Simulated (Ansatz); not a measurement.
## A rate constant, worked out

An elementary step of AlH3O2, singlet (AlH₃O₂ ([OH][AlH][OH]) → AlHO₂ ([O][Al][OH]) + H₂; Al–H, O–H broken or loosened, H–H formed or tightened). The start structure is the reactant molecule, and the electronic barrier above it is 2.998 eV by CCSD(T) at an estimated basis limit (MP2 extrapolated from triple and quadruple zeta, plus CCSD(T) − MP2 in triple zeta). Ansatz 0.2.0; basis: def2-TZVPP and def2-QZVPP; cores frozen in the correlated methods. Extrapolation: Hartree–Fock as exp(−7.88 √X), correlation as X^−2.97. Harmonic wavenumbers at PBE0-D4/def2-TZVP (Ansatz 0.2.0), in cm⁻¹:

Start: 236, 334, 375, 506, 570, 632, 691, 800, 931, 1983, 3960, 3968.

Saddle: 686i, 195, 225, 267, 512, 722, 787, 1010, 1156, 1704, 2649, 3981.

(1) Work out the transition-state-theory rate constant at 500 K from these numbers alone (harmonic vibrations; rotation, path degeneracy and anharmonicity left out), and the Wigner tunnelling factor. Use 1 cm⁻¹ = 1.2398 × 10⁻⁴ eV and k_B = 8.617 × 10⁻⁵ eV/K.

T1 diagnostic: at most 0.022.

Answers

(1) Zero-point energies, half the sums: start 14986/2 cm⁻¹ = 0.9290 eV; saddle, real modes only, 13208/2 cm⁻¹ = 0.8188 eV.
Barrier with zero-point energy: 2.998 + 0.8188 − 0.9290 = 2.8878 eV.
k_BT = 0.04309 eV, so the barrier is 67.02 k_BT.
Vibrational partition functions from the zero-point level, ln q = −Σ ln(1 − exp(−hν/k_BT)): start 2.590, saddle 2.814.
k = (k_BT/h) exp(ln q‡ − ln q) exp(−E0/k_BT), with log₁₀(k_BT/h in s⁻¹) = 13.02: log₁₀ k = 13.02 + (0.224 − 67.02)/2.3026 = -15.99, so k ≈ 1 × 10^(-16) s⁻¹.
Wigner factor: 1 + (hν‡/k_BT)²/24 = 1 + (1.97)²/24 = 1.16. A change of 1 kcal/mol (0.043 eV) in the barrier would change k by a factor of 2.7 at this temperature.

Labels in which every atom is bracketed show which atoms are joined, not bond orders.

For scale, one of the runs: CCSD(T)/def2-TZVPP, 146 basis functions (an equivalent command: `ansatz run in.yaml --threads 2`). The run took 18 s on 2 CPU threads (shared host), with 0.87 GiB of host memory at its peak.
